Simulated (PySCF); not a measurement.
Ionisation energies (eV) were calculated with PySCF 2.14 by UHF, LDA, MP2 (valence), in another order, as differences of total energies without spin-orbit coupling. The measured values are between term centres (NIST).

```tsv
species	measured	A	B	C
B⁺ (dyall-av2z, non-relativistic)	25.155	24.548	24.398	23.437
C (dyall-av2z, non-relativistic)	11.262	11.695	11.160	10.806
C⁺ (dyall-av2z, non-relativistic)	24.378	24.769	24.263	24.155
F (dyall-av2z, non-relativistic)	17.427	17.966	17.121	15.660
Al (dyall-av2z, non-relativistic)	5.977	6.022	5.756	5.590
Al⁺ (dyall-av2z, non-relativistic)	18.829	18.896	18.221	17.520
Si⁺ (dyall-av2z, non-relativistic)	16.322	16.325	15.970	15.786
Ar (dyall-av2z, non-relativistic)	15.819	16.074	15.665	14.677
```

Question: Which column is which method?

Answer: A is LDA (mean error 0.14 eV); B is MP2 (valence) (mean error -0.33 eV); C is UHF (mean error -0.94 eV). LDA overbinds the outer electron and comes out highest. Valence MP2 in a finite basis recovers only part of the missing correlation, so it stays below experiment on average. Hartree-Fock lacks the correlation of the electron removed and comes out lowest.
